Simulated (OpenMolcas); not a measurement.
# AlH2ClO (SMILES [OH][AlH][Cl]): Slater/cc-pVTZ (Cholesky decomposition)

What is the vertical electron affinity of AlH2ClO at Slater/cc-pVTZ (Cholesky decomposition)? 

The calculation is run with OpenMolcas 26.06.

10 further runs of the same task are left out: 3 for a known fault of the program, 3 that didn't finish, 4 set aside as unsound or not needed.

**1. Starting point**

AlH2ClO: 5 atoms, total charge 0, spin state singlet. SMILES: `[OH][AlH][Cl]`. Geometry: relaxed at PBE0-D4/def2-TZVP. This is one conformer, not always the lowest.

Bond lengths: O1–Al2 1.684 Å, Al2–Cl3 2.096 Å, O1–H4 0.956 Å, Al2–H5 1.563 Å. Angles: O1–Al2–Cl3 119.8°, O1–Al2–H5 119.3°, Cl3–Al2–H5 120.9°, Al2–O1–H4 124.3°.

**2. The charge distribution at Slater/cc-pVTZ (Cholesky decomposition)**

Contents of mol.inp:

```
* AlClH2O Kohn-Sham DFT

&GATEWAY
  Coord
  5
  angstrom
  O       -1.110100       0.370900      -0.514400
  Al       0.431000       0.184900       0.137500
  Cl       1.114900      -1.725400       0.662800
  H       -1.719500      -0.349100      -0.669500
  H        1.333500       1.445000       0.342200
  Basis = cc-pVTZ
  Group = NoSym

&SEWARD
  High

&SCF
  KSDFT = HFS
  PrOrbitals = 1 2

&LOCALISATION
  PAO
```

The run is started by

```console
$ export MOLCAS_MEM=1860
$ pymolcas mol.inp > mol.log
```

Standard output:

```text
--- Start Module: gateway ---

                                              &GATEWAY

                       available to each process: 1.9 GB of memory, 1 thread

++    Symmetry information:
      ---------------------

                    Character Table for C1

                             E
                    a        1  x, y, xy, Rz, z, xz, Ry, yz, Rx, I
--

++    Basis set information:
      ----------------------

      Basis set label: O.CC-PVTZ.........

      Electronic valence basis set:
      ------------------
      Associated Effective Charge   8.000000 au
      Associated Actual Charge      8.000000 au
      Nuclear Model: Point charge

      Shell  nPrim  nBasis  Cartesian Spherical Contaminant
         s      10       4        X
         p       5       3        X
         d       2       2                 X
         f       1       1                 X

      Basis set label: AL.CC-PVTZ.........

      Electronic valence basis set:
      ------------------
      Associated Effective Charge  13.000000 au
      Associated Actual Charge     13.000000 au
      Nuclear Model: Point charge

      Shell  nPrim  nBasis  Cartesian Spherical Contaminant
         s      15       5        X
         p       9       4        X
         d       2       2                 X
         f       1       1                 X

      Basis set label: CL.CC-PVTZ.........

      Electronic valence basis set:
      ------------------
      Associated Effective Charge  17.000000 au
      Associated Actual Charge     17.000000 au
      Nuclear Model: Point charge

      Shell  nPrim  nBasis  Cartesian Spherical Contaminant
         s      15       5        X
         p       9       4        X
         d       2       2                 X
         f       1       1                 X

      Basis set label: H.CC-PVTZ.........

      Electronic valence basis set:
      ------------------
      Associated Effective Charge   1.000000 au
      Associated Actual Charge      1.000000 au
      Nuclear Model: Point charge

      Shell  nPrim  nBasis  Cartesian Spherical Contaminant
         s       5       3        X
         p       2       2        X
         d       1       1                 X
--

++    Molecular structure info:
      -------------------------

                    ************************************************
                    **** Cartesian Coordinates / bohr, angstrom ****
                    ************************************************

     Center  Label                x              y              z                     x              y              z
        1      O1              -2.097785       0.700899      -0.972075             -1.110100       0.370900      -0.514400
        2      AL2              0.814472       0.349410       0.259837              0.431000       0.184900       0.137500
        3      CL3              2.106856      -3.260533       1.252510              1.114900      -1.725400       0.662800
        4      H4              -3.249384      -0.659703      -1.265172             -1.719500      -0.349100      -0.669500
        5      H5               2.519950       2.730654       0.646664              1.333500       1.445000       0.342200

                    ***************************************
                    *    InterNuclear Distances / bohr    *
                    ***************************************

               1 O1            2 AL2           3 CL3           4 H4            5 H5
    1 O1       0.000000
    2 AL2      3.181571        0.000000
    3 CL3      6.190374        3.960726        0.000000
    4 H4       1.806468        4.456331        6.464700        0.000000
    5 H5       5.297518        2.954422        6.035895        6.959515        0.000000

                    *******************************************
                    *    InterNuclear Distances / angstrom    *
                    *******************************************

               1 O1            2 AL2           3 CL3           4 H4            5 H5
    1 O1       0.000000
    2 AL2      1.683615        0.000000
    3 CL3      3.275805        2.095926        0.000000
    4 H4       0.955942        2.358189        3.420972        0.000000
    5 H5       2.803326        1.563413        3.194058        3.682817        0.000000
--

            Nuclear Potential Energy            129.30159074 au

--- Stop Module: gateway /rc=_RC_ALL_IS_WELL_ ---

--- Start Module: seward ---

                                              &SEWARD

                       available to each process: 1.9 GB of memory, 1 thread

               SEWARD will generate:
                  Multipole Moment integrals up to order  2
                  Kinetic Energy integrals
                  Nuclear Attraction integrals (point charge)
                  One-Electron Hamiltonian integrals
                  Velocity integrals
                  Orbital angular momentum around (  0.7674  -1.1417   0.4332 )
                  Velocity quadrupole around (  0.7674  -1.1417   0.4332 )
                  Cholesky decomposed two-electron repulsion integrals
                   - CD Threshold:   1.00E-08

                   Integrals are discarded if absolute value <: 1.00E-40
                   Integral cutoff threshold is set to       <: 1.00E-40

            Nuclear Potential Energy            129.30159074 au

      Basis set specifications :
      Symmetry species         a
      Basis functions          126

--- Stop Module: seward /rc=_RC_ALL_IS_WELL_ ---
--- Module seward spent 6 seconds ---

--- Start Module: scf ---

                                                &SCF

[... 17 lines left out ...]
      Nuclear repulsion energy =  129.30159074
[... 66 lines left out ...]
++ Convergence information
                                   HFS        iterations: Energy and convergence statistics
[... 18 lines left out ...]
       Convergence after  14 Iterations
[... 3 lines left out ...]
 *                                             SCF/KS-DFT Program, Final results                                             *
 *                                                       Final Results                                                       *
[... 103 lines left out ...]
      Dipole Moment (debye):
[... 25 lines left out ...]
 Convergence threshold:   1.0000E-08 (decomposition)
[... 10 lines left out ...]
      Title: Final localised MO's
[... 31 lines left out ...]
  Index Energy  Occupation Coefficients ...

    1    0.0000    2.0000          5 O1     2px    (-0.425),     8 O1     2py    (-0.546),    99 H4     1s     ( 0.783),

    2    0.0000    2.0000         11 O1     2pz    ( 0.872),
[... 41 lines of this table left out ...]
   23    0.0353    0.0000         35 AL2    *s     (-0.374),    39 AL2    *px    (-0.571),    43 AL2    *py    ( 0.288),    69 CL3    *s     ( 0.363),
                                 101 H4     *s     ( 0.372),

   24    0.0765    0.0000          4 O1     *s     (-0.592),    43 AL2    *py    (-1.075),    69 CL3    *s     (-0.610),   101 H4     *s     ( 1.043),
                                 115 H5     *s     ( 0.860),

   25    0.1085    0.0000         35 AL2    *s     (-2.596),    39 AL2    *px    (-1.473),   115 H5     *s     ( 1.441),

   26    0.1280    0.0000         33 AL2    3s     ( 0.846),    35 AL2    *s     (-1.609),    43 AL2    *py    ( 0.911),    69 CL3    *s     ( 0.838),
                                 101 H4     *s     ( 1.255),

   27    0.1544    0.0000         50 AL2    *d1-   ( 0.799),

   28    0.1708    0.0000         45 AL2    3pz    ( 1.724),    47 AL2    *pz    (-2.019),
[... 21 lines of this table left out ...]
   38    0.4290    0.0000         39 AL2    *px    (-1.772),    71 CL3    3px    (-1.047),    73 CL3    *px    ( 1.388),   101 H4     *s     (-2.023),
                                 115 H5     *s     ( 1.997),

   39    0.4538    0.0000         85 CL3    *d1-   ( 0.290),    87 CL3    *d0    ( 0.372),    89 CL3    *d1+   ( 0.522),    91 CL3    *d2+   (-0.282),

   40    0.4579    0.0000         37 AL2    3px    ( 1.897),    39 AL2    *px    (-1.275),   101 H4     *s     ( 1.442),   115 H5     *s     ( 1.124),
[... 6 lines of this table left out ...]
                                  41 AL2    3py    ( 0.835),    43 AL2    *py    (-0.962),    67 CL3    3s     ( 1.026),    69 CL3    *s     (-1.308),
                                  77 CL3    *py    ( 0.666),

   44    0.5774    0.0000          4 O1     *s     (-1.345),    37 AL2    3px    (-1.241),    43 AL2    *py    (-0.697),    48 AL2    *d2-   (-0.919),
                                  73 CL3    *px    (-0.962),   115 H5     *s     ( 1.105),

   45    0.5808    0.0000         11 O1     2pz    (-0.282),    13 O1     *pz    ( 0.379),    52 AL2    *d0    (-0.288),    53 AL2    *d0    ( 0.372),
                                  54 AL2    *d1+   (-0.311),    55 AL2    *d1+   ( 0.460),    79 CL3    3pz    (-0.327),    81 CL3    *pz    ( 0.528),
                                 107 H4     *pz    ( 0.485),

   46    0.6653    0.0000          4 O1     *s     (-1.253),     7 O1     *px    ( 2.422),    10 O1     *py    ( 1.530),    37 AL2    3px    ( 1.391),
                                  41 AL2    3py    (-1.707),    43 AL2    *py    ( 1.268),   100 H4     *s     ( 2.007),   101 H4     *s     ( 1.710),

[... 32 lines of this table left out ...]
   61    1.0340    0.0000          4 O1     *s     (-2.473),     7 O1     *px    ( 2.035),    10 O1     *py    ( 2.340),    69 CL3    *s     ( 1.626),
                                 100 H4     *s     ( 2.860),

   62    1.1082    0.0000         59 AL2    *f2-   (-0.733),   121 H5     *pz    ( 1.297),

   63    1.1307    0.0000          4 O1     *s     (-2.497),    37 AL2    3px    (-2.233),    41 AL2    3py    ( 1.860),    67 CL3    3s     (-1.718),
                                  69 CL3    *s     ( 2.867),

   64    1.2700    0.0000          4 O1     *s     (-5.201),   100 H4     *s     ( 2.682),

   65    1.2876    0.0000          4 O1     *s     (-1.062),     7 O1     *px    (-0.701),    37 AL2    3px    (-1.356),    39 AL2    *px    ( 0.927),
[... 13 lines of this table left out ...]
   71    1.8889    0.0000         86 CL3    *d0    (-0.540),    87 CL3    *d0    ( 0.426),    88 CL3    *d1+   (-0.743),    89 CL3    *d1+   ( 0.589),
                                  90 CL3    *d2+   ( 0.396),

   72    1.8929    0.0000          4 O1     *s     ( 0.457),    10 O1     *py    (-0.386),    37 AL2    3px    (-0.597),    82 CL3    *d2-   (-0.557),
                                  83 CL3    *d2-   ( 0.442),    86 CL3    *d0    ( 0.760),    87 CL3    *d0    (-0.604),    88 CL3    *d1+   (-0.676),
                                  89 CL3    *d1+   ( 0.533),   100 H4     *s     (-0.646),   115 H5     *s     ( 0.405),
[... 27 lines of this table left out ...]
   85    2.2411    0.0000          4 O1     *s     (-2.718),    37 AL2    3px    (-3.465),    71 CL3    3px    (-2.812),    72 CL3    *px    ( 2.149),
                                  73 CL3    *px    ( 1.925),

   86    2.2646    0.0000          4 O1     *s     (-5.089),    37 AL2    3px    (-2.573),   100 H4     *s     ( 3.498),

   87    2.3591    0.0000          4 O1     *s     ( 3.373),    33 AL2    3s     (-6.371),    37 AL2    3px    ( 4.194),

   88    2.3888    0.0000         45 AL2    3pz    ( 1.145),    47 AL2    *pz    (-0.689),    79 CL3    3pz    (-1.126),    80 CL3    *pz    ( 0.889),
                                  85 CL3    *d1-   (-0.845),

   89    2.4301    0.0000         41 AL2    3py    ( 1.637),    75 CL3    3py    ( 1.105),    99 H4     1s     (-2.097),   100 H4     *s     ( 1.630),

   90    2.4857    0.0000          4 O1     *s     (-5.431),    33 AL2    3s     ( 5.924),    37 AL2    3px    (-4.487),   100 H4     *s     ( 4.512),

   91    2.7877    0.0000         37 AL2    3px    ( 2.336),    99 H4     1s     (-4.428),   100 H4     *s     ( 3.740),

   92    2.8588    0.0000         33 AL2    3s     ( 6.471),    41 AL2    3py    ( 6.545),    43 AL2    *py    (-3.662),   113 H5     1s     ( 5.573),
                                 114 H5     *s     (-7.317),

   93    3.1347    0.0000         33 AL2    3s     (-8.548),

   94    3.1940    0.0000        108 H4     *d2-   ( 0.301),   109 H4     *d1-   (-0.507),   110 H4     *d0    ( 0.548),   111 H4     *d1+   ( 0.474),
[... 31 lines of this table left out ...]
                                  39 AL2    *px    ( 1.112),    41 AL2    3py    (-1.148),   100 H4     *s     ( 1.410),   114 H5     *s     ( 1.163),
                                 115 H5     *s     ( 1.190),

  110    4.4757    0.0000         33 AL2    3s     ( 5.909),   114 H5     *s     (-3.818),

  111    4.5128    0.0000         33 AL2    3s     (-3.006),    37 AL2    3px    (-2.895),    41 AL2    3py    (-3.775),   113 H5     1s     (-2.617),
[... 34 lines of this table left out ...]
  126   11.1220    0.0000          2 O1     2s     (-9.207),

--

--- Stop Module: localisation /rc=_RC_ALL_IS_WELL_ ---

.##################.
.# Happy landing! #.
.##################.

    Timing: Wall=11.64 User=10.69 System=0.92
```

Wall time 12 s (1 thread of Arm Neoverse V2, shared host).

Atomic charges (e):

| atom | Mulliken |
| --- | --- |
| O1 | -0.257 |
| Al2 | +0.275 |
| Cl3 | -0.173 |
| H4 | +0.194 |
| H5 | -0.039 |

[end of part 1 of 2]
